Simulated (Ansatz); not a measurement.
## How far each method lies from full CI for B2⁻, doublet

Geometry: a PBE0/def2-TZVPD stationary point for this spin. The quartet lies 0.6 eV lower here.

```yaml
atoms:
  - { symbol: B, position_ang: [0.0000, 0.0000, 0.0000] }
  - { symbol: B, position_ang: [0.0000, 0.0000, 1.6222] }
```

Basis aug-cc-pVDZ; Ansatz 0.2.0. Correlated methods freeze the noble-gas cores, which leaves 7 electrons in 44 orbitals. R marks a restricted (for open shells ROHF) determinant, U an unrestricted one. Active spaces: valence = (7e, 8o) chosen from the atoms' valence shells.

Full CI is exact within this basis and frozen core; it isn't the basis-set limit. The frozen core follows each run's orbitals, which can shift R against U totals by a few meV.

Coupled cluster chose its determinant by a search with trial CCSD, here up to 0.96 eV above the lowest Hartree–Fock solution of its kind.

```
UHF ⟨S²⟩                          : 1.993
T1 diagnostic (RCCSD)             : 0.0390
largest doubles amplitude (RCCSD) : 0.105
T1 diagnostic (UCCSD)             : 0.0918
```

```csv
level,E − E(determinant under the R cluster runs) (eV)
RCCSD,-5.6515
RCCSD(T),-6.1937
```

Estimate how far full CI in aug-cc-pVDZ lies from RCCSD(T). The table doesn't fix it; the size of (T) and the diagnostics are the guide.

Full CI in aug-cc-pVDZ lies 2.29 kcal/mol below RCCSD(T), which is 18 % of the (T) step (-12.50 kcal/mol). T1 is raised, but (T) still catches most of what CCSD lacks. The miss exceeds 1 kcal/mol.

The other levels:

```tsv
level	E − E(full CI) (kcal/mol)	share of correlation (%)	wall time
UHF†	96.74	–	–
UMP2†	31.21	–	–
UCCSD*†	6.07	–	–
UCCSD(T)*†	-0.61	–	12 s
BCCD(T)*	2.40	98.35	6.5 s
RCCSDT	1.75	98.80	–
UCCSDT*†	-6.35	–	–
RCCSDT(Q)	0.19	99.87	28 s
UCCSDT(Q)*†	-9.59	–	40 s
RCCSDTQ	0.24	99.84	21 s (H100)
UCCSDTQ*†	-11.71	–	45 s (H100)
CASSCF (valence space)	61.09	57.91	–
NEVPT2 (valence space)	16.39	88.71	2.7 s
MRCISD (valence space)	4.53	96.88	–
MRCISD+Q (valence space)	0.54	99.63	3.8 s
```

An asterisk marks runs whose energy the program itself flagged as in doubt. A dagger marks rows that describe another state than the reference (another or a broken symmetry, a higher spin or other natural occupations), so the difference holds a gap between states beside the method's error.

The correlation energy at full CI, counted from the determinant under the R cluster runs, is -6.293 eV. That run took 2.4 min on 5 threads of AMD EPYC 7R13 with a whole H100 80 GB, shared host over 224,736,455 determinants.

Run but not shown, since their state, orbitals or frozen core can't be matched to the reference's or they repeat it: RHF, RMP2, CISD, CISDTQ.

Times hold each run's SCF and search for its determinant on a shared host, so for small cases they say little of a method's own cost; rows without a card ran on 1 thread of AMD EPYC 7R13.

Unrestricted levels hold only the spin's projection, and here they fall towards a lower state of higher spin.

The full-CI state has the irrep B3u of D2h, in the program's axes (one component, if the state is degenerate).

Natural occupations of full CI about the gap: 1.937 1.793 1.710 0.952 0.288 0.115 0.061 0.024 0.021 0.018; effectively unpaired electrons, Σ n²(2−n)², 1.71.
